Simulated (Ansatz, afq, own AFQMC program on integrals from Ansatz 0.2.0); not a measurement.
AFQMC on a folder of integrals that Ansatz 0.2.0 wrote.

```yaml
crystal:
  periodic: [false, false, false]
  atoms:
    - {symbol: Cl, position_ang: [0.000000, 0.000000, 0.000000]}
basis:
  gaussian: {orbitals: cc-pVDZ}
magnetization: {spin_polarized: true, initial_magnetization: 1}
correlation: {method: ccsd_t, electrons: outside_noble_gas, hamiltonian_folder: ham}
```

```sh
$ ansatz run in.yaml --threads 1 --pin off --events-out ev --progress --plain --max-ram 15360MiB --backend cuda --devices 0, --max-vram 18GiB
```

Options of the walk:

```
--method free --trial hf --walkers 50 --time-step 0.02 --max-blocks 120 --target-error 0.00064 --factor-cut 1e-05 --seed 482 --times 0.0,0.4,0.8,1.6,2.4 --taylor-order 4
```

Times are imaginary, in 1/Eh. The walk had a cap of 60 s.

Output of the walk:

```
orbitals 13  electrons 4 3  factors 69 of 103
reference energy -459.47114348 Eh
CCSD correlation -0.12659186 Eh in 8 cycles, weight of the determinant in the CISD state 0.9502
repeat  energy at the last time / Eh  error
    10  -459.600275  0.004629
    20  -459.600721  0.003944
    30  -459.601087  0.003311
    40  -459.600460  0.002606
    50  -459.601046  0.002241
    60  -459.600345  0.001974
    70  -459.599958  0.001814
    80  -459.599774  0.001650
    90  -459.599513  0.001532
   100  -459.599409  0.001417
   110  -459.599238  0.001353
   120  -459.599831  0.001298
time / (1/Eh)  energy / Eh  error  mean overlap
  0.00  -459.598710  0.001104  1.0000
  0.40  -459.600453  0.000956  0.9938
  0.80  -459.599799  0.000995  0.9939
  1.60  -459.600361  0.001365  0.9972
  2.40  -459.599831  0.001298  0.9954
energy -459.599831 +/- 0.001298 Eh
```

The run passed its tests (error under three times the target), which doesn't prove that it has relaxed.

Against this walk (error 35.3 meV) on the same determinant: CCSD(T) 25.6 meV higher (within the noise), CCSDT(Q) 16.3 meV higher (within the noise), CCSDTQ 15.9 meV higher (within the noise), full CI 15.8 meV higher (within the noise). The error is statistical, and a free projection of finite length keeps a remainder of its start.

Cautions: remainder of the start not in the error; error above the target (35.3 against 17.4 meV).

The walk took 17 s on 1 × NVIDIA H100 80GB HBM3 with 2 threads of AMD EPYC 7R13 Processor (Zen 3), with other jobs on the host (the card was shared). The log's last line is the free-projection energy.

CCSDT and higher add their correlation energy to the determinant of the CCSD(T) run, since their own runs factorise the integrals more tightly (a shift of under 2 meV). A walk keeps the symmetry of its determinant, which the program's search chose and which needn't be the lowest solution, so a lower state of the same spin and another symmetry isn't excluded.
